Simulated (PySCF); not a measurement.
Stretching PO

Set-up: P def2-SVP, O def2-SVP; no relativity (PySCF 2.14). Energies in eV from P + O in their ground configurations at the same level. State: ²Π (doublet), unpaired electrons π ↑.

All columns are PBE0. A positive dipole means P(−)O(+).

| R (Å) | E (eV) | μ (D) | Mulliken charge on P (basis-dependent) | HOMO (eV) | LUMO (eV) | Mayer bond order | ⟨S²⟩ |
| --- | --- | --- | --- | --- | --- | --- | --- |
| 1.286 | -3.534 | -1.40 | 0.25 | -4.70 | -2.23 | 2.22 | 0.75 |
| 1.345 | -4.671 | -1.61 | 0.28 | -4.97 | -2.50 | 2.20 | 0.75 |
| 1.405 | -5.299 | -1.81 | 0.32 | -5.24 | -2.77 | 2.18 | 0.75 |
| 1.450 | -5.522 | -1.95 | 0.34 | -5.43 | -2.96 | 2.16 | 0.75 |
| 1.495 | -5.583 | -2.08 | 0.36 | -5.62 | -3.15 | 2.15 | 0.75 |
| 1.540 | -5.520 | -2.21 | 0.38 | -5.80 | -3.33 | 2.14 | 0.75 |
| 1.600 | -5.291 | -2.37 | 0.40 | -6.02 | -3.56 | 2.13 | 0.75 |
| 1.674 | -4.844 | -2.55 | 0.41 | -6.29 | -3.83 | 2.12 | 0.76 |
| 1.764 | -4.177 | -2.63 | 0.41 | -6.56 | -3.95 | 2.00 | 0.89 |
| 1.884 | -3.338 | -2.43 | 0.37 | -6.84 | -3.63 | 1.58 | 1.27 |

A fit through these points gives, at Re = 1.493 Å, μ = -2.08 D and dμ/dR = -2.95 D/Å; the reduced mass is 10.55 u.

Task: How strong is the fundamental in the double-harmonic approximation, I = 42.26·(dμ/dR)²/μred km/mol?

Result: I = 42.26·(-2.95)²/10.55 = 34.9 km/mol at PBE0.

⟨S²⟩ of the unrestricted solution departs from its pure value on part of the curve, where spin states mix. The state is the lowest determinant that a PBE0 search found; another state may lie lower at other levels.
